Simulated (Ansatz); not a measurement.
**SiH4S (Si(SH)H3): the energy, rung by rung**

SiH4S: 6 atoms, total charge 0, spin state singlet. As SMILES, `[H][Si]([H])([H])S`. The shape is that of a GFN2-xTB optimisation.

```xyz
6

Si    0.2012   -0.0145   -0.5446
S     0.2537    0.0198    1.6015
H    -1.0568    0.0599    1.7952
H     1.6060   -0.0207   -0.9100
H    -0.5032    1.1806   -0.9902
H    -0.5009   -1.2251   -0.9520
```

Each level gives the energy change with the Si1–H6 bond stretched from 1.458 to 3.644 Å (eV). The values are calculated.

| level | kind | program | value (eV) | less FCI/STO-3G | CPU time (all runs) |
| --- | --- | --- | --- | --- | --- |
| SVWN5/STO-3G (restricted) | LDA | Ansatz | 6.60 | +1.78 | 1.9 s |
| PBE/STO-3G (restricted) | GGA | Ansatz | 6.33 | +1.51 | 2.8 s |
| r2SCAN0/STO-3G (restricted) | hybrid meta-GGA | Ansatz | 7.60 | +2.78 | 6.5 s |
| wB97M-V/STO-3G (restricted) | range-separated hybrid | Ansatz | 8.08 | +3.26 | 41 s |
| B2PLYP/STO-3G (restricted) | double hybrid | Ansatz | 6.52 | +1.70 | 3.5 s |
| RPA@PBE/STO-3G (restricted) | RPA | Ansatz | 5.70 | +0.88 | 4.9 s |
| CCSDTQ/STO-3G (restricted) | coupled cluster or CI | Ansatz | 4.82 | 0.00 | 7.5 s |
| FCI/STO-3G | exact in the basis | Ansatz | 4.82 | 0.00 | 5.3 s |

FCI/STO-3G is exact within its basis and frozen core, so for wave-function methods in that basis the difference is their error; functionals converge differently with the basis, so for them it is only a difference. The first shape isn't each level's own minimum. The values span 4.82 to 8.08 eV. All rows use very small basis sets, so even the best lies far from the true value. CPU times are rough (shared hosts, several kinds of processor): they show what a rung costs within a factor of a few.
